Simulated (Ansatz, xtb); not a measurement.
## Ranking isomers of C4H3O2−

4 gas-phase structures of C4H3O2−, from a drawn sample of its isomers (lower ones may exist). Each was relaxed with GFN2-xTB:

A. `CC#CC(=O)[O-]`, a singlet
B. `O=C([O-])C1C=C1`, a singlet
C. `O=C([O-])C1=CC1`, a singlet
D. `C#CCC(=O)[O-]`, a singlet

Q: Which do you expect lowest at r2SCAN-D4/def2-SVPD//GFN2-xTB, and how would the others follow?

A: Calculated order at r2SCAN-D4/def2-SVPD//GFN2-xTB: A (0.0), D (4.2), C (17.2), B (26.6) kcal/mol.

Energies above the lowest of each column, in kcal/mol; the last columns are at r2SCAN-D4/def2-SVPD geometries and were run for some of them only (a dash: not run or not comparable):

```csv
structure,GFN2-xTB,HF/STO-3G,r2SCAN-D4/def2-SVPD//GFN2-xTB,r2SCAN-D4/def2-SVPD,CCSD(T)/def2-SVPD + ΔMP2/def2-TZVPPD
A,0.0,0.0,0.0,0.0,0.0
D,0.4,9.2,4.2,3.8,2.6
C,18.4,27.7,17.2,16.1,–
B,27.4,46.0,26.6,–,–
```

Every level run on A puts it lowest or level with the lowest. Some further structures that were screened fall inside this span and aren't listed. Flexible structures stand in one conformer each, not always the lowest. Frequencies (GFN2-xTB) were run for A, D alone. ΔMP2 is the change of the MP2 energy from the smaller to the larger basis.

Over these structures GFN2-xTB departs from r2SCAN-D4/def2-SVPD//GFN2-xTB by 1.7 kcal/mol on average once a common shift is removed. A GFN2-xTB relaxation took about 0.059 s and the r2SCAN-D4/def2-SVPD//GFN2-xTB energy about 0.89 s on a shared host (Ansatz 0.2.0, xtb 6.7.1).
